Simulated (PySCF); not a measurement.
One ligand Y is varied and pulled off as a radical: Cd(Cl)1–Y. All species are isolated molecules in the gas phase. One relaxed conformer stands for each flexible species; it need not be the lowest. Multiplicities are imposed; where one is given, others were not computed. Strings in code marks are SMILES.

Method: r2SCAN-D4/def2-TZVP // r2SCAN-D4/def2-SVP (PySCF). All candidates: neutral, multiplicity 2. 

```yaml
highest_occupied_spin_orbital: -5.98 eV
dipole_moment: 1.71 D
```

Task: Say which member has these values.
(A) `C[N]C`
(B) `C[O]`
(C) `[OH]`
(D) `[SH]`

Result: A, `C[N]C`. The others give `C[O]`: -6.35 eV, 2.02 D; `[SH]`: -6.40 eV, 0.91 D; `[OH]`: -7.57 eV, 1.76 D
